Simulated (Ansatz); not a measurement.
Ansatz (a first-principles code) input (B3LYP-D3(BJ)/def2-TZVP):

Ansatz 0.2 input:
```yaml
crystal:
  periodic: [false, false, false]
  atoms:
    - {symbol: C, position_ang: [-0.00000000, 0.00000000, -0.00000000]}
    - {symbol: Cl, position_ang: [1.03270813, 1.04102812, 1.00808710]}
    - {symbol: Cl, position_ang: [-1.00558480, -1.02967179, 1.04644180]}
    - {symbol: Cl, position_ang: [-1.04891159, 1.01361708, -1.01923016]}
    - {symbol: Cl, position_ang: [1.02178826, -1.02497341, -1.03529874]}
basis:
  gaussian:
    orbitals: def2-TZVP
hamiltonian:
  xc: b3lyp
  dispersion: d3bj
phonons: {temperatures: {t_min: 298.15, t_max: 298.15, t_step: 100}}
```

Output:

```
Functional definition: B3LYP
integrals: 0.13 GiB planned
1232 factors; their error is unknown
mean field: 1.18 GiB planned
mean field evaluation 1: about -51129.7853 eV, gradient 1.2e1 eV
mean field evaluation 2: about -51129.9306 eV, gradient 1.0e1 eV
mean field evaluation 4: about -51130.0817 eV, gradient 1.9e0 eV
mean field evaluation 8: about -51130.0887 eV, gradient 2.4e-2 eV
mean field evaluation 16: about -51130.2054 eV, gradient 5.9e-6 eV
mean field -51130.20542690 eV, -1879.0003921406 hartree, gradient 5.9e-6 eV, S^2 0.000000; 0 other end points of the search recorded, 0 dependent functions left out
the calculation of the forces begins
reference -51130.20568940 eV, -1879.0004017872 hartree; 37, 37 occupied and 142, 142 virtual orbitals, 1232 factors
these checks for a lower state are left out or cut short: stability, starts, cluster_reference, orbital_swaps, neighbouring_geometries, increment
integrals: 0.13 GiB planned
1232 factors; their error is unknown
mean field: 1.18 GiB planned
mean field -51130.20535918 eV, -1879.0003896518 hartree, gradient 1.5e-6 eV, S^2 0.000000; 0 other end points of the search recorded, 0 dependent functions left out
the calculation of the forces begins
reference -51130.20562167 eV, -1879.0003992983 hartree; 37, 37 occupied and 142, 142 virtual orbitals, 1232 factors
these checks for a lower state are left out or cut short: stability, starts, cluster_reference, orbital_swaps, neighbouring_geometries, increment
integrals: 0.13 GiB planned
1232 factors; their error is unknown
mean field: 1.17 GiB planned
mean field -51130.20535918 eV, -1879.0003896518 hartree, gradient 1.5e-6 eV, S^2 0.000000; 0 other end points of the search recorded, 0 dependent functions left out
the calculation of the forces begins
reference -51130.20562167 eV, -1879.0003992983 hartree; 37, 37 occupied and 142, 142 virtual orbitals, 1232 factors
these checks for a lower state are left out or cut short: stability, starts, cluster_reference, orbital_swaps, neighbouring_geometries, increment
integrals: 0.13 GiB planned
1232 factors; their error is unknown
mean field: 1.18 GiB planned
mean field evaluation 32: about -51130.0898 eV, gradient 2.1e-1 eV
mean field -51130.20547501 eV, -1879.0003939085 hartree, gradient 1.2e-6 eV, S^2 0.000000; 0 other end points of the search recorded, 0 dependent functions left out
the calculation of the forces begins
reference -51130.20573755 eV, -1879.0004035568 hartree; 37, 37 occupied and 142, 142 virtual orbitals, 1232 factors
these checks for a lower state are left out or cut short: stability, starts, cluster_reference, orbital_swaps, neighbouring_geometries, increment
integrals: 0.13 GiB planned
1232 factors; their error is unknown
mean field: 1.18 GiB planned
mean field -51130.20529564 eV, -1879.0003873169 hartree, gradient 2.2e-6 eV, S^2 0.000000; 0 other end points of the search recorded, 0 dependent functions left out
the calculation of the forces begins
reference -51130.20555809 eV, -1879.0003969617 hartree; 37, 37 occupied and 142, 142 virtual orbitals, 1232 factors
these checks for a lower state are left out or cut short: stability, starts, cluster_reference, orbital_swaps, neighbouring_geometries, increment
integrals: 0.13 GiB planned
1232 factors; their error is unknown
mean field: 1.17 GiB planned
mean field -51130.20545225 eV, -1879.0003930722 hartree, gradient 9.5e-7 eV, S^2 0.000000; 0 other end points of the search recorded, 0 dependent functions left out
the calculation of the forces begins
reference -51130.20571477 eV, -1879.0004027196 hartree; 37, 37 occupied and 142, 142 virtual orbitals, 1232 factors
these checks for a lower state are left out or cut short: stability, starts, cluster_reference, orbital_swaps, neighbouring_geometries, increment
integrals: 0.13 GiB planned
1232 factors; their error is unknown
mean field: 1.18 GiB planned
mean field -51130.20536515 eV, -1879.0003898715 hartree, gradient 2.2e-6 eV, S^2 0.000000; 0 other end points of the search recorded, 0 dependent functions left out
the calculation of the forces begins
reference -51130.20562763 eV, -1879.0003995172 hartree; 37, 37 occupied and 142, 142 virtual orbitals, 1232 factors
these checks for a lower state are left out or cut short: stability, starts, cluster_reference, orbital_swaps, neighbouring_geometries, increment
integrals: 0.13 GiB planned
1232 factors; their error is unknown
mean field: 1.18 GiB planned
mean field evaluation 64: about -51130.2053 eV, gradient 2.2e-6 eV
mean field -51130.20529644 eV, -1879.0003873463 hartree, gradient 2.2e-6 eV, S^2 0.000000; 0 other end points of the search recorded, 0 dependent functions left out
the calculation of the forces begins
reference -51130.20555889 eV, -1879.0003969912 hartree; 37, 37 occupied and 142, 142 virtual orbitals, 1232 factors
these checks for a lower state are left out or cut short: stability, starts, cluster_reference, orbital_swaps, neighbouring_geometries, increment
integrals: 0.13 GiB planned
1232 factors; their error is unknown
mean field: 1.18 GiB planned
mean field -51130.20547486 eV, -1879.0003939029 hartree, gradient 1.2e-6 eV, S^2 0.000000; 0 other end points of the search recorded, 0 dependent functions left out
the calculation of the forces begins
reference -51130.20573740 eV, -1879.0004035512 hartree; 37, 37 occupied and 142, 142 virtual orbitals, 1232 factors
these checks for a lower state are left out or cut short: stability, starts, cluster_reference, orbital_swaps, neighbouring_geometries, increment
integrals: 0.13 GiB planned
1232 factors; their error is unknown
mean field: 1.18 GiB planned
mean field -51130.20536451 eV, -1879.0003898477 hartree, gradient 2.2e-6 eV, S^2 0.000000; 0 other end points of the search recorded, 0 dependent functions left out
the calculation of the forces begins
reference -51130.20562698 eV, -1879.0003994934 hartree; 37, 37 occupied and 142, 142 virtual orbitals, 1232 factors
these checks for a lower state are left out or cut short: stability, starts, cluster_reference, orbital_swaps, neighbouring_geometries, increment
integrals: 0.13 GiB planned
1232 factors; their error is unknown
mean field: 1.17 GiB planned
mean field -51130.20545257 eV, -1879.0003930841 hartree, gradient 9.5e-7 eV, S^2 0.000000; 0 other end points of the search recorded, 0 dependent functions left out
the calculation of the forces begins
reference -51130.20571509 eV, -1879.0004027315 hartree; 37, 37 occupied and 142, 142 virtual orbitals, 1232 factors
Total energy: -51130.60960780 eV, -1879.0152455146 hartree
Atom 0 at     0.000000     0.000000     0.000000 Å, force     0.000000     0.000000     0.000000 eV/Å
Atom 1 at     1.032708     1.041028     1.008087 Å, force     0.000004     0.000004     0.000004 eV/Å
Atom 2 at    -1.005585    -1.029672     1.046442 Å, force    -0.000004    -0.000004     0.000004 eV/Å
Atom 3 at    -1.048912     1.013617    -1.019230 Å, force    -0.000004     0.000004    -0.000004 eV/Å
Atom 4 at     1.021788    -1.024973    -1.035299 Å, force     0.000004    -0.000004    -0.000004 eV/Å
Dipole moment:    -0.000000    -0.000000    -0.000000 e Å
Vibrations: 214.33 214.33 310.08 310.08 310.08 450.63 743.43 743.43 743.43 cm⁻¹, zero-point energy 0.250437 eV
```
